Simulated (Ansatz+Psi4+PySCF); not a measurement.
doublet C₂H₃: levels of theory in one basis

```xyz
5

C     0.0406   -0.5779    0.0035
C     0.0526    0.7126   -0.0095
H    -0.8862   -1.1491   -0.0018
H     0.9642   -1.1573    0.0082
H    -0.6817    1.4955    0.0049
```

Basis set: cc-pVTZ (spherical functions). Left uncorrelated: 2 orbitals. Correlation on ROHF uses semicanonical orbitals with singles. Charge 0, multiplicity 2.

Computed with Ansatz (development build ahead of 0.2.0) and Psi4 1.11; each method stands on the lowest determinant of its kind that the runs found.

```json
{"method": "ROHF", "E − E(ROHF) (eV)": "0.00", "<S²> of the determinant": "0.75"}
{"method": "UHF", "E − E(ROHF) (eV)": "-0.20", "<S²> of the determinant": "0.92"}
{"method": "ROHF-MP2", "E − E(ROHF) (eV)": "-8.18", "<S²> of the determinant": "–"}
{"method": "ROHF-CCSD", "E − E(ROHF) (eV)": "-8.87", "<S²> of the determinant": "–"}
{"method": "UHF-CCSD", "E − E(ROHF) (eV)": "-8.87", "<S²> of the determinant": "0.92"}
{"method": "ROHF-CCSD(T)", "E − E(ROHF) (eV)": "-9.25", "<S²> of the determinant": "–"}
{"method": "UHF-CCSD(T)", "E − E(ROHF) (eV)": "-9.24", "<S²> of the determinant": "0.92"}
```

Question: What does UHF-MP2 give on the same scale?

Answer: -7.99 eV.

Caution for UHF, UHF-MP2, UHF-CCSD, UHF-CCSD(T): the unrestricted determinant is spin contaminated.
